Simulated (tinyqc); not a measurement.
CCSD on RHF in the sto-3g basis, frozen core, for H2O, spin multiplicity 1, step by step. One step of it, computed by the program tinyqc.

Task: Iteration 9 (converged): orbitals. Diagonalise F' = X^T F X, C = X C', fill 5 alpha and 5 beta electrons from the bottom; D = 2 C_occ C_occ^T. Each column has its largest component positive (the first on a tie).

converged F (hartree):
```
             1O 1s      1O 2s     1O 2px     1O 2py     1O 2pz      2H 1s      3H 1s
1O 1s   -20.271370  -5.165845   0.000000   0.000000  -0.023751  -0.733993  -0.733993
1O 2s    -5.165845  -2.404843   0.000000   0.000000  -0.060011  -0.718187  -0.718187
1O 2px    0.000000   0.000000  -0.392145   0.000000   0.000000   0.000000   0.000000
1O 2py    0.000000   0.000000   0.000000  -0.208678   0.000000  -0.328793   0.328793
1O 2pz   -0.023751  -0.060011   0.000000   0.000000  -0.248509  -0.322792  -0.322792
2H 1s    -0.733993  -0.718187   0.000000  -0.328793  -0.322792  -0.367251  -0.228478
3H 1s    -0.733993  -0.718187   0.000000   0.328793  -0.322792  -0.228478  -0.367251
```

X:
```
            1O 1s      1O 2s    1O 2px     1O 2py     1O 2pz      2H 1s      3H 1s
1O 1s    1.023374  -0.134319  0.000000   0.000000  -0.006729   0.017409   0.017409
1O 2s   -0.134319   1.128931  0.000000   0.000000   0.062174  -0.194198  -0.194198
1O 2px   0.000000   0.000000  1.000000   0.000000   0.000000   0.000000   0.000000
1O 2py   0.000000   0.000000  0.000000   1.055351   0.000000  -0.150576   0.150576
1O 2pz  -0.006729   0.062174  0.000000   0.000000   1.036125  -0.113274  -0.113274
2H 1s    0.017409  -0.194198  0.000000  -0.150576  -0.113274   1.105333  -0.061960
3H 1s    0.017409  -0.194198  0.000000   0.150576  -0.113274  -0.061960   1.105333
```

Give: F' = X^T F X; orbital energies; coefficients C; D after iteration 9.

Result:

F' = X^T F X (hartree):
```
         1       2       3       4       5       6       7
1  -19.899  -2.679   0.000   0.000  -0.052  -0.070  -0.070
2   -2.679  -1.349   0.000   0.000   0.097  -0.359  -0.359
3    0.000   0.000  -0.392   0.000   0.000   0.000   0.000
4    0.000   0.000   0.000  -0.030   0.000  -0.362   0.362
5   -0.052   0.097   0.000   0.000  -0.126  -0.297  -0.297
6   -0.070  -0.359   0.000  -0.362  -0.297  -0.035  -0.068
7   -0.070  -0.359   0.000   0.362  -0.297  -0.068  -0.035
```

orbital energies (hartree): MO1 -20.279, MO2 -1.196, MO3 -0.512, MO4 -0.441, MO5 -0.392, MO6 0.440, MO7 0.515

coefficients C:
```
           MO1     MO2     MO3     MO4    MO5     MO6     MO7
1O 1s    0.995  -0.242   0.000   0.090  0.000  -0.100   0.000
1O 2s    0.023   0.907   0.000  -0.458  0.000   0.582   0.000
1O 2px   0.000   0.000   0.000   0.000  1.000   0.000   0.000
1O 2py   0.000   0.000   0.623   0.000  0.000   0.000   0.878
1O 2pz   0.003   0.072   0.000   0.719  0.000   0.762   0.000
2H 1s   -0.004   0.135   0.456   0.354  0.000  -0.672  -0.704
3H 1s   -0.004   0.135  -0.456   0.354  0.000  -0.672   0.704
```

D after iteration 9:
```
         1O 1s   1O 2s  1O 2px  1O 2py  1O 2pz   2H 1s   3H 1s
1O 1s    2.112  -0.476   0.000   0.000   0.101  -0.009  -0.009
1O 2s   -0.476   2.066   0.000   0.000  -0.528  -0.080  -0.080
1O 2px   0.000   0.000   2.000   0.000   0.000   0.000   0.000
1O 2py   0.000   0.000   0.000   0.775   0.000   0.568  -0.568
1O 2pz   0.101  -0.528   0.000   0.000   1.045   0.529   0.529
2H 1s   -0.009  -0.080   0.000   0.568   0.529   0.703  -0.129
3H 1s   -0.009  -0.080   0.000  -0.568   0.529  -0.129   0.703
```
